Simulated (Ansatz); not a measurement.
**Structure relaxation of YPd₂**

The calculation used DFT PBE, scalar-relativistic, plane waves, PAW in Ansatz 0.2.0. Cutoff 420 eV, Γ-centred k mesh, Gaussian smearing, no spin polarisation in the final step.

The start puts YPd₂ on the cadmium chloride structure type (R-3m, No. 166), with Y in place of Cd, Pd in place of Cl, at a guessed volume.

```xyz
3
Lattice="1.9893 1.1485 6.0083 -1.9893 1.1485 6.0083 0.0000 -2.2971 6.0083" Properties=species:S:1:pos:R:3 pbc="T T T"
Y     0.0000    0.0000    0.0000
Pd    0.0000    0.0000   13.5187
Pd    0.0000    0.0000    4.5062
```

Steps on the 6×6×6 mesh (3 atoms). 8 of 8 steps are shown, and the free energy counts from the last. Trial steps that were taken back and renewals of the plane-wave basis can be among the rows.

```csv
step,ΔF (meV/atom),V (Å³/atom),P (GPa),largest force component (eV/Å)
1,520.3,27.46,-1.67,1.187
2,345.7,26.10,-5.07,1.049
3,127.1,23.61,-5.27,0.956
4,7.0,21.33,0.12,0.068
5,0.5,21.44,0.60,0.082
6,-0.2,22.03,-0.80,0.080
7,-1.2,21.74,0.14,0.005
8,0.0,21.74,0.14,0.006
```

A final relaxation ran on a 12×12×12 mesh. The relaxed crystal, R-3m (No. 166):

Space group R-3m:H (No. 166). a = 3.890 Å, b = 3.890 Å, c = 15.014 Å, α = 90.00°, β = 90.00°, γ = 120.00°
```csv
atom,site,symmetry,x,y,z
Y,3a,-3m,0.0000,0.0000,0.0000
Pd,6c,3m,0.0000,0.0000,0.7839
```

- Volume per atom: 21.86 Å³
- Density: 7.64 g/cm³
- Energy over the elements: -0.46 eV/atom
- Gap on the 12×12×12 mesh: 0 eV (a metal)

Energies over the elements count from the elements' standard structures at the same level, with no empirical corrections.

The final run used a 12×12×12 mesh on its 3-atom cell and 0.10 eV smearing. For metals, differences of a few meV/atom aren't resolved.

Symmetry constrained the relaxation, so the result can be a saddle point.

Cost: 3 runs of about 1.9 core-minutes in all, on Arm Neoverse V2 (shared hosts).